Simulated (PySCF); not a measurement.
The numbers are results of PySCF with PBE-D3(BJ)/def2-TZVP // B3LYP-D3(BJ)/def2-TZVP, not measurements. All species are isolated molecules in the gas phase. Excitations are Tamm–Dancoff values on a coarser integration grid. The basis has no diffuse functions, so Rydberg states are missing or too high.

Reference species (SMILES): `C#C` (neutral, multiplicity 1).

HOMO: -7.17 eV
S1 excitation (TDA): 6.99 eV
HOMO–LUMO gap: 6.99 eV
S1 oscillator strength: 0.000

Changed species: `BC#C` (X = boryl; the reference has X = H).

Q: What does the change do to the HOMO, S1 excitation (TDA), HOMO–LUMO gap and S1 oscillator strength?

A: the HOMO rises by 0.29 eV, to -6.88 eV; the S1 excitation (TDA) decreases by 3.40 eV, to 3.59 eV; the HOMO–LUMO gap drops by 3.48 eV, to 3.51 eV; the S1 oscillator strength stays essentially unchanged.
